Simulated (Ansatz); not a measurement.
The reference is SiC in the zinc blende structure (space group F-43m, No. 216; a = 4.380 Å).

Levels (all Ansatz, an electronic-structure program, PAW, earlier PAW set): PBE (420 eV, without spin-orbit coupling); r2SCAN (500 eV, no SOC).

Levels that relaxed their own cell: PBE and r2SCAN.

```tsv
level	band gap	lattice parameter a
PBE	1.37 eV	4.380 Å
r2SCAN	1.71 eV	4.357 Å
```

Measured: band gap 2.53 eV (static lattice; corrected from measurement; as listed in Wei Chen et al., Physical Review Materials (2018)); lattice parameter a 4.346 Å (static lattice; corrected from measurement; as listed in Daniel Mejia-Rodriguez, S. B. Trickey, Phys. Rev. B (2018)).

Computed minus measured — band gap: PBE -1.16 eV, r2SCAN -0.82 eV (closest: r2SCAN); lattice parameter a: PBE +0.8 %, r2SCAN +0.2 % (closest: r2SCAN). A measured gap can be an optical one, lowered by exciton binding.

Whether these cells are dynamically stable was not tested.
